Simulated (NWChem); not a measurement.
System: C2H3, doublet; SMILES [CH]=C

NWChem input:

```
start job
memory heap 200 mb stack 900 mb global 1100 mb
geometry units angstroms noautosym nocenter noautoz
  C     -0.107039    -0.706819     0.000000
  C     -0.009591     0.590998     0.000000
  H      0.548118    -1.565332     0.000000
  H      0.960152     1.094062     0.000000
  H     -0.885027     1.235967     0.000000
end
basis spherical
  * library 3-21g
end
dft
  odft
  mult 2
  xc pbe0
  iterations 150
end
cosmo
  do_cosmo_smd true
  solvent water
end
task dft energy
```

In the optimisation the excess spin sits in a' (Cs, its own frame). The geometry was optimised at PBE0-D3(BJ)/def2-TZVP, spin-unrestricted. No stability test was run on the SCF state. Solvent: water.

Solvent water, SMD (1 M gas to 1 M solution), gas-phase geometry. Reactions with the solvent are ignored.

**Question.** Give the results of this calculation. (PBE0/3-21G, spin-unrestricted, SMD on the gas-phase geometry.) Quantities: basis functions; solvation free energy (kcal/mol); cavity-dispersion-structure term (kcal/mol); dipole in solution (D).

**Answer.** number of basis functions: 24
solvation free energy (kcal/mol): 1.0
cavity-dispersion-structure term (kcal/mol): 3.8
dipole in solution (D): 0.88
